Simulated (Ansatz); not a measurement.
SiN⁺, quintet in cc-pVDZ: errors against UCCSDT(Q)

Geometry: that of the SiN, quartet, kept fixed. The triplet lies 2.1 eV lower here.

```xyz
2

Si    0.0000    0.0000    0.0000
N     0.0000    0.0000    1.8891
```

Basis cc-pVDZ; Ansatz 0.2.0. Correlated methods freeze the noble-gas cores, which leaves 8 electrons in 26 orbitals. Prefix R: restricted or restricted open-shell reference; prefix U: unrestricted. Active spaces: valence = (8e, 8o) chosen from the atoms' valence shells.

Full CI isn't at hand for all of this; UCCSDT(Q) serves as the reference, and is uncertain by about the last step of the cluster series. The frozen core follows each run's orbitals, which can shift R against U totals by a few meV.

For open shells CISD is restricted-active-space CI with the open shells as a complete middle space.

```
UHF ⟨S²⟩                          : 6.030
T1 diagnostic (RCCSD)             : 0.0469
largest doubles amplitude (RCCSD) : 0.089
T1 diagnostic (UCCSD)             : 0.0266
```

```json
{"level": "UHF", "E − E(RHF) (eV)": "-0.2557"}
{"level": "RMP2", "E − E(RHF) (eV)": "-3.4708"}
{"level": "UMP2", "E − E(RHF) (eV)": "-3.5263"}
{"level": "RCCSD", "E − E(RHF) (eV)": "-4.4615"}
{"level": "UCCSD", "E − E(RHF) (eV)": "-4.4678"}
{"level": "RCCSD(T)", "E − E(RHF) (eV)": "-4.5669"}
{"level": "UCCSD(T)", "E − E(RHF) (eV)": "-4.5692"}
```

**Question.** Estimate how far UCCSDT(Q) in cc-pVDZ lies from RCCSD(T). The table doesn't fix it; the size of (T) and the diagnostics are the guide.

**Answer.** UCCSDT(Q) in cc-pVDZ lies 1.38 mEh below RCCSD(T), which is 36 % of the (T) step (-3.87 mEh). T1 is raised, and the rest is a large part of (T).

The other levels:

| level | E − E(UCCSDT(Q)) (mEh) | share of correlation (%) | wall time |
| --- | --- | --- | --- |
| CISD | 11.16 | 93.40 | 1.4 s |
| BCCD(T) | 1.39 | 99.18 | 0.87 s |
| RCCSDT | 0.30 | 99.82 | – |
| UCCSDT | 0.23 | 99.87 | – |
| RCCSDT(Q) | 0.07 | 99.96 | 4 s |
| CASSCF (valence space) | 127.19 | 24.84 | – |
| NEVPT2 (valence space) | 26.60 | 84.28 | 0.87 s |
| MRCISD (valence space) | 6.72 | 96.03 | – |
| MRCISD+Q (valence space) | -0.40 | 100.24 | 1.7 s |

The correlation energy at UCCSDT(Q), counted from RHF, is -4.605 eV. That run took 3.7 s on 1 thread of Arm Neoverse V1, shared host.

Times hold each run's SCF and search for its determinant on a shared host, so for small cases they say little of a method's own cost; they ran on 1 thread of Arm Neoverse V1.

Natural occupations of CASSCF (valence space) about the gap: 1.989 1.937 1.007 1.001 1.000 0.991 0.041 0.034; effectively unpaired electrons, Σ n²(2−n)², 4.03.
